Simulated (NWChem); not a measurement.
Be

### Question
Give the principal values of the shielding tensors (ppm) of Be1 from PBE0/pcSseg-3, GIAO (NWChem), with their diamagnetic and paramagnetic parts as GIAO splits them.

### Answer
```csv
atom,σ11,σ22,σ33,isotropic,diamagnetic,paramagnetic
Be1,149.3,149.3,149.3,149.3,149.3,0.0
```
